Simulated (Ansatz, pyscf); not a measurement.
H₃C–CH₂–OH₂⁺ → H₃O⁺ + H₂C=CH₂, an elimination on the singlet surface: C–O, C–H broken, H–O formed. Single points on ωB97X-D3(BJ)/def2-SVP structures (PySCF, gas phase). Wave-function energies: Ansatz (a program for electronic structure), frozen core, RHF or UHF references. In kcal/mol, from the reactant's lowest minimum found.

Cost: rough CPU time of the saddle's run relative to CCSD(T)/cc-pV(D+d)Z, from one job on a shared machine, with the HF step and its search for lower states.

| level | barrier | reaction energy | cost |
|---|---|---|---|
| ωB97M-D3(BJ)/def2-TZVP | 23.82 | +36.64 | – |
| M06-2X/def2-TZVP | 25.83 | +37.17 | – |
| CCSD(T)/cc-pV(D+d)Z | 26.59 | +34.21 | 1 |
| CCSDT(Q)/cc-pV(D+d)Z | ? | ? | 200 |
| CCSD(T)/cc-pV(T+d)Z | 26.06 | +34.62 | 17 |
| CCSD(T)/cc-pV(Q+d)Z | ? | +34.69 | – |

### Question
Complete the blanks.

### Answer

- CCSDT(Q)/cc-pV(D+d)Z, barrier: 26.43
- CCSDT(Q)/cc-pV(D+d)Z, reaction energy: +34.07
- CCSD(T)/cc-pV(Q+d)Z, barrier: 25.46

In cc-pV(D+d)Z, going from CCSD(T) to CCSDT(Q) shifts the barrier by -0.16 and the reaction energy by -0.14 kcal/mol. With HF in the quadruple-zeta basis and the correlation energy extrapolated as X⁻³ from X = 3, 4, CCSD(T) gives 25.14 and +34.91; adding the double-zeta shift gives ΔE‡ = 24.99 and ΔE = +34.77 kcal/mol, without core correlation, relativity or geometry relaxation at these levels. On the reactant side the descent ends in a point that may be a rotor saddle (no frequency run), 4.45 kcal/mol over the lowest minimum found and 20.87 kcal/mol under the saddle at ωB97X-D3(BJ)/def2-TZVP. On the product side the descent ends in a bound adduct, 22.29 kcal/mol under the separated species and 8.03 kcal/mol under the saddle at ωB97X-D3(BJ)/def2-TZVP. At ωB97M-D3(BJ)/def2-TZVP, M06-2X the saddle lies under the separated products, which points to a path from their complex (located at ωB97X-D3(BJ) alone), and parting the products costs more than the saddle. This saddle turned up in a search for another step; its sides and bond changes are read from the two ends of the descent. One saddle was located; it need not be the lowest between these sides.
